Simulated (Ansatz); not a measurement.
**BeNH3+ (doublet): the correlation ladder, def2-QZVPP**

One table from this session's results is given with a row withheld; the runs are named, their logs left out.

Method: def2-QZVPP, core rule «outside noble gas», up to 2 orbitals frozen; program: Ansatz 0.2.0, Gaussian basis.

The runs, in order: UHF; ROHF; CCSD(T) on UHF.

2 further runs of the same task are left out: 2 set aside as unsound or not needed.

**What is computed**

The geometry is a PBE0/def2-TZVP stationary point (not a proven minimum) of the parent state, kept for this charge and spin.

5 atoms, charge 1, spin multiplicity 2.

Atoms are counted from 1 here; the program's logs count them from 0.

Bond lengths: N1–Be2 1.500 Å, N1–H3 1.007 Å, N1–H4 1.007 Å, Be2–H5 1.338 Å. Angles: Be2–N1–H3 125.2°, Be2–N1–H4 125.2°, H3–N1–H4 109.7°, N1–Be2–H5 180.0°.

The first run:

in.yaml reads:

```yaml
crystal:
  periodic: [false, false, false]
  atoms:
    - {symbol: N, position_ang: [0.000000, 0.000000, 0.583987]}
    - {symbol: Be, position_ang: [0.000000, 0.000000, -0.915893]}
    - {symbol: H, position_ang: [0.000000, 0.823106, 1.164026]}
    - {symbol: H, position_ang: [0.000000, -0.823106, 1.164026]}
    - {symbol: H, position_ang: [0.000000, 0.000000, -2.254168]}
basis:
  gaussian: {orbitals: "def2-QZVPP.json"}
total_charge: 1
magnetization: {spin_polarized: true, initial_magnetization: 1}
hamiltonian: {xc: hf}
output: {orbitals: {seedname: orbitals}}
```

The run is started by

```sh
$ ansatz run in.yaml --threads 1 --pin off --events-out ev --progress --plain --max-ram 2393MiB
```

Steps of the session up to this table: UHF; ROHF; CCSD(T) on UHF.

One of the session's tables, all rows but one given; the rest of the session is left out.

It belongs to the step «Misses and costs». 

```
  method  from UCCSD(T) (meV)
    ROHF              +7058.6
     UHF                    ?
    UMP2               +795.9
   UCCSD               +166.2
UCCSD(T)                    0
```

**Question.** Estimate the row for UHF.

The run gave: from UCCSD(T) (meV): +6926.4. In the column «from UCCSD(T) (meV)» it lies between UMP2 (+795.9) and ROHF (+7058.6).
